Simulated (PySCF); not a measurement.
```xyz
4
charge 0 multiplicity 2, angstrom
C     0.0826    0.3328   -0.2120
O     1.1022   -0.2487   -0.2199
O    -1.0558   -0.0412    0.3661
H    -1.7205    0.6384    0.2041
```

All numbers come from UPBE0/[C def2-TZVP, O def2-TZVP, H def2-TZVP], no relativity, density fitting, PySCF.

This geometry of CO(OH) is a stationary point at this level.

Problem. What is the point group?

Solution. Cs.

Problem. Is it a minimum?

Solution. Yes: all harmonic wavenumbers are real.

Problem. List the harmonic modes with their infrared intensities.

Solution. 
| symmetry | ω (cm⁻¹) | IR (km/mol) |
| --- | --- | --- |
| a'' | 554 | 92.1 |
| a' | 630 | 4.4 |
| a' | 1128 | 43.6 |
| a' | 1249 | 272 |
| a' | 1945 | 249 |
| a' | 3836 | 130 |

Problem. What are the dipole moment and the gap between the highest occupied and lowest empty levels of either spin?

Solution. 3.09 D and 4.51 eV.

Problem. Give the ideal-gas entropy at 298.15 K and 1 bar by parts.

Solution. translation 156.3, rotation 84.7, vibration 4.3, spin 5.8; total 251.1 J/(mol K).

This need not be the most stable arrangement of these atoms.
